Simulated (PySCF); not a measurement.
Compound: N-methylmethanimine, C2H5N.
Atom-mapped SMILES: `[CH2:1]=[N:2][CH3:3]` (hydrogens: H4, H5 on C1; H6, H7, H8 on C3)

Level: PBE0/pcSseg-1 and B3LYP/def2-SVPD in PySCF, non-relativistic, on one gas-phase PBE0-D3(BJ)/def2-SVP geometry that isn't relaxed in the solvent. The solvent is an IEF-PCM continuum (Bondi radii, 1.10 Å for H, scaled by 1.2). Specific hydrogen bonds and non-electrostatic terms are outside this model.

Gas phase at PBE0/pcSseg-1: HOMO -7.28 eV, LUMO -0.17 eV, dipole 1.54 D.

**Question.** What does the continuum do to the energy, the frontier levels and the dipole at PBE0/pcSseg-1 in chloroform and methanol?

**Answer.** 
| solvent | ε | E(solvent) − E(gas) (kcal/mol) | polarisation term (kcal/mol) | distortion of the solute (kcal/mol) | HOMO (eV) | LUMO (eV) | dipole (D) |
| --- | --- | --- | --- | --- | --- | --- | --- |
| chloroform | 4.711 | -2.50 | -2.82 | 0.32 | -7.36 | -0.16 | 1.88 |
| methanol | 32.61 | -3.50 | -4.14 | 0.64 | -7.40 | -0.17 | 2.03 |

Polarisation term: ½ Σ q·V over the induced surface charges. Distortion: the rise of the solute's own energy as its density leaves the gas-phase optimum. From chloroform to methanol the lowering changes by a factor 1.40, Onsager's factor (ε − 1)/(2ε + 1) by 1.34 and ε itself by 6.9.

**Question.** Which radius a makes the point-dipole formula ΔE = −[(ε − 1)/(2ε + 1)]·μ²/a³ give the value in methanol, with the gas-phase dipole?

**Answer.** μ = 0.605 au and |ΔE| = 0.00558 Eh give a = 1.67 Å; the farthest nucleus lies 2.35 Å from the centroid of the nuclei, so such a sphere wouldn't even hold the nuclei. The formula assumes a rigid point dipole at the centre of a sphere.

**Question.** Which Hirshfeld charges (PBE0/pcSseg-1) respond most in chloroform (means over atoms taken as equivalent)?

**Answer.** 
```csv
atoms,environment,gas (e),solvent (e),change
N2,imine nitrogen,-0.147,-0.170,-0.023
H5,hydrogen on a C=N carbon,+0.037,+0.047,+0.010
H4,hydrogen on a C=N carbon,+0.052,+0.056,+0.004
H6/H7/H8,methyl hydrogen,+0.044,+0.047,+0.003
C1,imine carbon,-0.003,0.000,+0.003
C3,N-methyl carbon,-0.071,-0.073,-0.002
```

Gas phase at B3LYP/def2-SVPD: HOMO -7.12 eV, LUMO -0.64 eV, dipole 1.49 D.

**Question.** What does the continuum do to the energy, the frontier levels and the dipole at B3LYP/def2-SVPD in chloroform and methanol?

**Answer.** 
```json
{"solvent": "chloroform", "ε": "4.711", "E(solvent) − E(gas) (kcal/mol)": "-2.32", "polarisation term (kcal/mol)": "-2.68", "distortion of the solute (kcal/mol)": "0.36", "HOMO (eV)": "-7.18", "LUMO (eV)": "-0.59", "dipole (D)": "1.89"}
{"solvent": "methanol", "ε": "32.61", "E(solvent) − E(gas) (kcal/mol)": "-3.28", "polarisation term (kcal/mol)": "-4.04", "distortion of the solute (kcal/mol)": "0.76", "HOMO (eV)": "-7.23", "LUMO (eV)": "-0.59", "dipole (D)": "2.08"}
```

**Question.** How does the static polarisability (B3LYP/def2-SVPD, frozen core, with the continuum's full static response) change?

**Answer.** 
| medium | isotropic (au) | principal values (au) | ⟨r²⟩ of the electrons (bohr²) |
| --- | --- | --- | --- |
| gas | 35.8 | 26.8, 34.0, 46.7 | 173.7 |
| chloroform | 43.2 | 31.9, 41.4, 56.5 | 173.4 |
| methanol | 46.5 | 34.4, 44.8, 60.2 | 173.3 |

The isotropic value in methanol is 1.30 times the gas-phase one; no cavity-field correction is applied. ⟨r²⟩ is taken about the centre of nuclear charge.
